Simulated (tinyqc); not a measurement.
Worked calculation: Pariser-Parr-Pople SCF with singles CI, for the molecule c1ccccc1 (SMILES; centres numbered as the heavy atoms are written). Computed by tinyqc, a small Python program that keeps every step. Settings: charge = 0, gamma = MN, start = huckel, damping = 0, iteration cap = 66, excitations kept = 6. Command: `OMP_NUM_THREADS=1 python tinyqc.py 23104 23105 out.jsonl` (the two numbers bound the seeds that draw the settings). One thread of a shared host (Intel(R) Xeon(R) Processor @ 2.60GHz), about 0.01 s of CPU time with the checks. Later iterations appear only in the table of the cycle.

## PPP integrals

Centres (angstrom, eV; a flat drawing with bonds scaled to 1.40 angstrom):
```
centre        x        y  core charge z        W  gamma_rr
1C       1.4000   0.0000              1  11.1600   11.1300
2C       0.7000   1.2120              1  11.1600   11.1300
3C      -0.7000   1.2120              1  11.1600   11.1300
4C      -1.4000   0.0000              1  11.1600   11.1300
5C      -0.7000  -1.2120              1  11.1600   11.1300
6C       0.7000  -1.2120              1  11.1600   11.1300
```

Resonance integrals (eV):
```
i  j     beta
1  2  -2.3500
2  3  -2.3500
3  4  -2.3500
4  5  -2.3500
5  6  -2.3500
6  1  -2.3500
```

Mataga-Nishimoto: gamma = 14.399645/(R + a), a = 2 x 14.399645/(gamma_rr + gamma_ss); H_rr = -W_r - sum_(s != r) z_s gamma_rs; H_rs = beta for bonds.

repulsion gamma_rs (eV):
```
         1C       2C       3C       4C       5C       6C
1C  11.1300   5.3463   3.8725   3.5175   3.8725   5.3463
2C   5.3463  11.1300   5.3455   3.8725   3.5181   3.8732
3C   3.8725   5.3455  11.1300   5.3463   3.8732   3.5181
4C   3.5175   3.8725   5.3463  11.1300   5.3463   3.8725
5C   3.8725   3.5181   3.8732   5.3463  11.1300   5.3455
6C   5.3463   3.8732   3.5181   3.8725   5.3455  11.1300
```

core matrix H (eV):
```
          1C        2C        3C        4C        5C        6C
1C  -33.1151   -2.3500    0.0000    0.0000    0.0000   -2.3500
2C   -2.3500  -33.1156   -2.3500    0.0000    0.0000    0.0000
3C    0.0000   -2.3500  -33.1156   -2.3500    0.0000    0.0000
4C    0.0000    0.0000   -2.3500  -33.1151   -2.3500    0.0000
5C    0.0000    0.0000    0.0000   -2.3500  -33.1156   -2.3500
6C   -2.3500    0.0000    0.0000    0.0000   -2.3500  -33.1156
```

## Starting guess

pi electrons, sum of z_r less the charge = 6

Orbitals of the Hueckel matrix of the beta values.

P at the start:
```
         1C       2C       3C       4C       5C       6C
1C   1.0000   0.6667   0.0000  -0.3333   0.0000   0.6667
2C   0.6667   1.0000   0.6667   0.0000  -0.3333   0.0000
3C   0.0000   0.6667   1.0000   0.6667   0.0000  -0.3333
4C  -0.3333   0.0000   0.6667   1.0000   0.6667   0.0000
5C   0.0000  -0.3333   0.0000   0.6667   1.0000   0.6667
6C   0.6667   0.0000  -0.3333   0.0000   0.6667   1.0000
```

## Iteration 1: Fock matrix

F_rr = H_rr + P_rr gamma_rr / 2 + sum_(s != r) P_ss gamma_rs; F_rs = H_rs - P_rs gamma_rs / 2; E = tr P (H + F) / 2 + core repulsion sum_(r<s) z_r z_s gamma_rs.

F (eV):
```
         1C       2C       3C       4C       5C       6C
1C  -5.5950  -4.1321   0.0000   0.5862   0.0000  -4.1321
2C  -4.1321  -5.5950  -4.1318   0.0000   0.5864   0.0000
3C   0.0000  -4.1318  -5.5950  -4.1321   0.0000   0.5864
4C   0.5862   0.0000  -4.1321  -5.5950  -4.1321   0.0000
5C   0.0000   0.5864   0.0000  -4.1321  -5.5950  -4.1318
6C  -4.1321   0.0000   0.5864   0.0000  -4.1318  -5.5950
```

pi energy = -76.7794 eV

## Iteration 1: orbitals and new P

Diagonalise F (the basis is taken as orthonormal) and form P = 2 sum c c over the lowest orbitals.

orbital energies (eV): -13.2727  -10.3135  -10.3132  -0.8768  -0.8765  2.0827

P after iteration 1:
```
         1C       2C       3C       4C       5C       6C
1C   1.0000   0.6667   0.0000  -0.3333   0.0000   0.6667
2C   0.6667   1.0000   0.6667   0.0000  -0.3333   0.0000
3C   0.0000   0.6667   1.0000   0.6667   0.0000  -0.3333
4C  -0.3333   0.0000   0.6667   1.0000   0.6667   0.0000
5C   0.0000  -0.3333   0.0000   0.6667   1.0000   0.6667
6C   0.6667   0.0000  -0.3333   0.0000   0.6667   1.0000
```

## Iteration 2: Fock matrix

As before.

F (eV):
```
         1C       2C       3C       4C       5C       6C
1C  -5.5950  -4.1321   0.0000   0.5862   0.0000  -4.1321
2C  -4.1321  -5.5950  -4.1318   0.0000   0.5864   0.0000
3C   0.0000  -4.1318  -5.5950  -4.1321   0.0000   0.5864
4C   0.5862   0.0000  -4.1321  -5.5950  -4.1321   0.0000
5C   0.0000   0.5864   0.0000  -4.1321  -5.5950  -4.1318
6C  -4.1321   0.0000   0.5864   0.0000  -4.1318  -5.5950
```

pi energy = -76.7794 eV

## Iteration 2: orbitals and new P

As before.

orbital energies (eV): -13.2727  -10.3135  -10.3132  -0.8768  -0.8765  2.0827

P after iteration 2:
```
         1C       2C       3C       4C       5C       6C
1C   1.0000   0.6667   0.0000  -0.3333   0.0000   0.6667
2C   0.6667   1.0000   0.6666   0.0000  -0.3334   0.0000
3C   0.0000   0.6666   1.0000   0.6667   0.0000  -0.3334
4C  -0.3333   0.0000   0.6667   1.0000   0.6667   0.0000
5C   0.0000  -0.3334   0.0000   0.6667   1.0000   0.6666
6C   0.6667   0.0000  -0.3334   0.0000   0.6666   1.0000
```

## Convergence

Stop when output and input P, before any damping, agree to 1e-7.

Course of the cycle:
```
iteration      E (eV)  largest |P(out) - P(in)|
1          -76.779365                  2.56e-05
2          -76.779365                  8.54e-06
3          -76.779365                  2.84e-06
4          -76.779365                  9.46e-07
5          -76.779365                  3.15e-07
6          -76.779365                  1.05e-07
7          -76.779365                  3.49e-08
```

Converged in 7 iterations.

## Converged orbitals

Charges are z - P_rr.

orbital energies (eV): -13.2727  -10.3135  -10.3132  -0.8768  -0.8765  2.0827

coefficients:
```
       MO1      MO2      MO3      MO4      MO5      MO6
1C  0.4083   0.5773   0.0000   0.0000   0.5773   0.4083
2C  0.4082   0.2887   0.5000   0.5000  -0.2887  -0.4082
3C  0.4082  -0.2887   0.5000  -0.5000  -0.2887   0.4082
4C  0.4083  -0.5773   0.0000   0.0000   0.5773  -0.4083
5C  0.4082  -0.2887  -0.5000   0.5000  -0.2887   0.4082
6C  0.4082   0.2887  -0.5000  -0.5000  -0.2887  -0.4082
```

pi charges: 1C 0.0000, 2C 0.0000, 3C 0.0000, 4C 0.0000, 5C 0.0000, 6C 0.0000

Within a degenerate level the vectors are fixed only up to a rotation; this is one choice.

## Singles CI, singlets

Over the 6 single excitations with the smallest orbital gaps: A = (e_a - e_i) delta + 2 (ia|jb) - (ij|ab), with (pq|rs) = sum c_mp c_mq gamma_mn c_nr c_ns. f = 2/3 w |mu|^2 in atomic units, mu = sqrt2 sum c_ia sum_m c_mi c_ma R_m.

singlet CI matrix (eV):
```
        3>4      2>4      3>5     2>5      1>4      3>6
3>4  6.5394   0.0000   0.0000  0.4116   0.0000   0.0000
2>4  0.0000   5.8889  -1.0617  0.0000   0.0000   0.0000
3>5  0.0000  -1.0617   5.8889  0.0000   0.0000   0.0000
2>5  0.4116   0.0000   0.0000  6.5397   0.0000   0.0000
1>4  0.0000   0.0000   0.0000  0.0000   8.6914  -0.2957
3>6  0.0000   0.0000   0.0000  0.0000  -0.2957   8.6914
```

singlet excitation energies (eV): 4.8273  6.1279  6.9506  6.9512  8.3956  8.9871

oscillator strengths: 0.0000  0.0000  1.1911  1.1919  0.0000  0.0000

## Singles CI, triplets

Over the 6 single excitations with the smallest orbital gaps: A = (e_a - e_i) delta - (ij|ab), with (pq|rs) = sum c_mp c_mq gamma_mn c_nr c_ns.

triplet CI matrix (eV):
```
        3>4     2>4     3>5     2>5     1>4     3>6
3>4  3.4696  0.0000  0.0000  0.4525  0.0000  0.0000
2>4  0.0000  4.3748  0.4525  0.0000  0.0000  0.0000
3>5  0.0000  0.4525  4.3748  0.0000  0.0000  0.0000
2>5  0.4525  0.0000  0.0000  3.4704  0.0000  0.0000
1>4  0.0000  0.0000  0.0000  0.0000  6.8816  1.5140
3>6  0.0000  0.0000  0.0000  0.0000  1.5140  6.8816
```

triplet excitation energies (eV): 3.0176  3.9223  3.9225  4.8273  5.3676  8.3956
